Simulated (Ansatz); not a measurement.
Worked example: Ga–C–GaH⁺, quintet against Ga–C–GaH, quartet

Geometry (PBE0/def2-TZVP stationary point of a quartet), kept for both states (Ga–C–GaH, quartet: A; Ga–C–GaH⁺, quintet: A):

```yaml
atoms:
  - { symbol: Ga, position_ang: [0.0000, -0.3116, 2.6806] }
  - { symbol: C, position_ang: [0.0001, -0.4142, 0.6623] }
  - { symbol: Ga, position_ang: [0.0000, -0.3728, -1.3382] }
  - { symbol: H, position_ang: [0.0000, 1.0986, -2.0048] }
```

Basis cc-pVDZ; Ansatz 0.2.0. Only valence electrons are correlated (noble-gas cores and the filled d shells of p-block atoms frozen). R marks a restricted (for open shells ROHF) determinant, U an unrestricted one. No spin–orbit coupling is included, and no scalar relativity.

Full CI isn't at hand for all of this; UCCSDT(Q) serves as the reference, and is uncertain by about the last step of the cluster series.

```json
{"level": "UHF", "E(Ga–C–GaH, quartet) (hartree)": "-3884.765262", "E(Ga–C–GaH⁺, quintet) (hartree)": "-3884.512621"}
{"level": "UMP2", "E(Ga–C–GaH, quartet) (hartree)": "-3884.931471", "E(Ga–C–GaH⁺, quintet) (hartree)": "-3884.652861"}
{"level": "UCCSD(T)", "E(Ga–C–GaH, quartet) (hartree)": "-3884.978507", "E(Ga–C–GaH⁺, quintet) (hartree)": "-3884.696946"}
{"level": "PBE", "E(Ga–C–GaH, quartet) (hartree)": "-3887.543266", "E(Ga–C–GaH⁺, quintet) (hartree)": "-3887.251695"}
{"level": "PBE0", "E(Ga–C–GaH, quartet) (hartree)": "-3887.623678", "E(Ga–C–GaH⁺, quintet) (hartree)": "-3887.332625"}
{"level": "UCCSDT(Q)", "E(Ga–C–GaH, quartet) (hartree)": "-3884.980661", "E(Ga–C–GaH⁺, quintet) (hartree)": "-3884.699064"}
```

Problem. Give the vertical gap, Ga–C–GaH⁺ quintet less Ga–C–GaH quartet, at each level in eV (1 hartree = 27.2114 eV), and each error against UCCSDT(Q).

Solution. UCCSDT(Q): (-3884.699064 − (-3884.980661)) × 27.2114 = 7.663 eV (the reference)
PBE0: (-3887.332625 − (-3887.623678)) × 27.2114 = 7.920 eV, error 0.257 eV
PBE: (-3887.251695 − (-3887.543266)) × 27.2114 = 7.934 eV, error 0.271 eV
UCCSD(T): (-3884.696946 − (-3884.978507)) × 27.2114 = 7.662 eV, error -0.001 eV
UMP2: (-3884.652861 − (-3884.931471)) × 27.2114 = 7.581 eV, error -0.082 eV
UHF: (-3884.512621 − (-3884.765262)) × 27.2114 = 6.875 eV, error -0.788 eV

Total energies of functionals can't be set beside those of wave-function methods, since they hold the core's correlation and their own absolute errors; only the differences compare.

In so small a basis the reference is far from its limit while semilocal and hybrid functionals are nearer theirs, so the functionals' errors here hold much of the reference's basis and frozen-core error, which can add to them or hide them.

Each level lands on the state that its own search finds. T1 diagnostics of restricted CCSD: 0.030 and 0.036.
